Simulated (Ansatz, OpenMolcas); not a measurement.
# Heat of formation of H2S (hydrogen sulfide) from total energies

H2S has 3 atoms, charge 0, and is taken as a singlet. As SMILES, `S`. Geometry: relaxed at PBE0-D4/def2-TZVP.

```xyz
3

S     0.4955   -0.2806    0.2439
H     0.0979    0.9977    0.1624
H    -0.5934   -0.7171   -0.4063
```

Total energies at BHLYP/aug-cc-pVTZ (OpenMolcas 26.06); the atoms run unrestricted:

| species | state | energy (Eh) |
| --- | --- | --- |
| H2S | singlet | -399.406866 |
| S | triplet | -398.128469 |
| H | doublet | -0.498604 |

Harmonic wavenumbers at PBE0-D4/def2-TZVP, in cm⁻¹: 1209, 2725, 2740.

Measured heats of formation of the gaseous atoms at 298.15 K, in kJ/mol: S 277.0, H 218.0. Spin-orbit lowering of the atoms at 298 K (mean of the ground term's levels less their thermal mean, from spectra), in kJ/mol: S 1.88. Take 1 Eh = 2625.50 kJ/mol, 1 cm⁻¹ = 0.0119627 kJ/mol, RT = 2.479 kJ/mol.

Q: What heat of formation follows?

A: 
1. Electronic atomisation energy: (-398.128469) + 2 × (-0.498604) − (-399.406866) = 0.281189 Eh = 738.3 kJ/mol.
2. Zero-point energy: half the sum of the wavenumbers, 3337 cm⁻¹ = 39.9 kJ/mol.
3. Thermal vibrational enthalpy, Σ hcν̃/(exp(hcν̃/kT) − 1): 0.0 kJ/mol. Translation, rotation and pV of a non-linear molecule: 4 RT = 9.9 kJ/mol.
4. The 3 free atoms carry 5/2 RT each: 18.6 kJ/mol.
5. Spin-orbit coupling lowers the free atoms by 1.88 = 1.9 kJ/mol.
6. Atomisation enthalpy at 298 K: 738.3 − 1.9 − 39.9 − 0.0 − 9.9 + 18.6 = 705.2 kJ/mol.
7. Sum of the atoms' heats of formation: 713.0 kJ/mol. Heat of formation: 713.0 − 705.2 = +7.8 kJ/mol.

The tabulated value is -20.5 kJ/mol (NIST-JANAF tables), so this level is off by +28.3 kJ/mol, or 3.9 % of the atomisation enthalpy. Hybrids with much exact exchange underbind. Anharmonicity and any spin-orbit splitting of the molecule are left out.
